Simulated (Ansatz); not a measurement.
```yaml
crystal:
  periodic: [false, false, false]
  atoms:
    - {symbol: Sc, position_ang: [0.000000, 0.000000, 0.000000]}
    - {symbol: Cl, position_ang: [0.000000, 0.000000, 2.470000]}
basis:
  gaussian: {orbitals: def2-TZVP}
hamiltonian: {xc: pbe0}
relax: {f_tol: 0.004, max_steps: 80}
```

```sh
$ ansatz run in.yaml --threads 1 --pin off --events-out ev --progress --plain --max-ram 2176MiB
```

Steps of the relaxation (energy above the last step; positions in Å, forces in eV/Å):

```
2
step 1, 343.2 meV
Sc    0.000    0.000    0.000    0.000    0.000    2.248
Cl    0.000    0.000    2.470    0.000    0.000   -2.248
```

```
2
step 2, 46.4 meV
Sc    0.000    0.000    0.164    0.000    0.000   -1.315
Cl    0.000    0.000    2.306    0.000    0.000    1.315
```

```
2
step 3, 3.1 meV
Sc    0.000    0.000    0.137    0.000    0.000   -0.316
Cl    0.000    0.000    2.333    0.000    0.000    0.316
```

```
2
step 5, 0.0 meV
Sc    0.000    0.000    0.127    0.000    0.000    0.004
Cl    0.000    0.000    2.343    0.000    0.000   -0.004
```

Close pairs at the end: Sc1–Cl2 2.216 Å.

A stationary point of restricted PBE0 after 5 steps (its stability towards spin polarisation wasn't tested). 15 s on 1 thread of Arm Neoverse V2, shared host.
